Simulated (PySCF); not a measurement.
Problem. Give a PBE0-D3(BJ)/def2-SVP geometry of InChI=1S/C4H8F2/c1-4(2-5)3-6/h4H,2-3H2,1H3.

Solution. 
```
atom  x, y, z in Å
C1    -0.5933   -1.4265    0.2376
C2    -0.3130   -0.0854   -0.4260
C3     1.1679    0.2399   -0.4438
F4     1.6586    0.2686    0.8426
C5    -1.0913    1.0269    0.2515
F6    -0.8996    2.2142   -0.4138
H7    -1.6686   -1.6610    0.2382
H8    -0.0728   -2.2412   -0.2877
H9    -0.2408   -1.4245    1.2799
H10   -0.6410   -0.1180   -1.4807
H11    1.3365    1.2278   -0.9017
H12    1.7298   -0.5211   -1.0121
H13   -2.1707    0.7988    0.2588
H14   -0.7489    1.1505    1.2932
```

Orientation and origin are arbitrary. Atoms count from 1 in this order. Of the pairs four or more bonds apart, F6···H11 is among the closest relative to their van der Waals radii: 2.49 Å, 93 % of the sum of Bondi's values.

Bonds between heavy atoms (Å): C1–C2 1.522, C2–C3 1.516, C3–F4 1.377, C2–C5 1.517, C5–F6 1.374.

Theory: PBE0-D3(BJ)/def2-SVP geometry optimisation, gas phase (PySCF 2.14.0).

Point group: C1 (no symmetry element, even within 0.4 Å). Stationary, but not proved a minimum. The numbers are those of one conformer (C1–C2–C3–F4 -59°, C1–C2–C5–F6 -176°).
